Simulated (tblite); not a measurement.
Species: CHClF (doublet state).
InChI=1S/CHClF/c2-1-3/h1H

All values are computed: GFN2-xTB (tblite) harmonic vibrations without scaling, gas phase. Against measured fundamentals such values can be off by several per cent, at times by over 20. Open shells enter through the occupations alone, without spin polarisation, and single modes of such species can be off by tens of per cent.

Harmonic wavenumbers (cm⁻¹): 362.9, 599.7, 805.0, 1122.8, 1174.1, 3060.0.

A = 59159, B = 5930, C = 5419 MHz; mass 66.975 u (most abundant isotopes); point group C1, symmetry number 1; spin multiplicity 2.

Zero-point energy?

½Σν̃ = 3562 cm⁻¹ = 42.61 kJ/mol.

Entropy at 400 K, 1 bar (ideal gas, RRHO, classical rotation)?

Translation 167.40, rotation 98.44, vibration 13.31, spin (R ln 2) 5.76: S = 284.9 J/(mol K).

And Cp and H(400 K) − H(0)?

Cp = 55.26 J/(mol K), of which vibrations give 22.00 (their classical limit is 6 R = 49.9); H(400 K) − H(0) = 16.87 kJ/mol without the zero-point energy, 3.57 from vibrations.

Which modes carry the vibrational entropy at 400 K?

362.9 cm⁻¹: 6.67; 599.7 cm⁻¹: 3.37; 805.0 cm⁻¹: 1.88; 1122.8 cm⁻¹: 0.75; 1174.1 cm⁻¹: 0.64; 3060.0 cm⁻¹: 0.00 J/(mol K).

What must be added to the electronic energy to get the Gibbs energy at 400 K and 1 bar?

ZPE + [H(400 K) − H(0)] − T·S = 42.61 + 16.87 − 113.96 = -54.48 kJ/mol.

The structure is chiral; the term R ln 2 for an equal mix with its mirror image is left out.
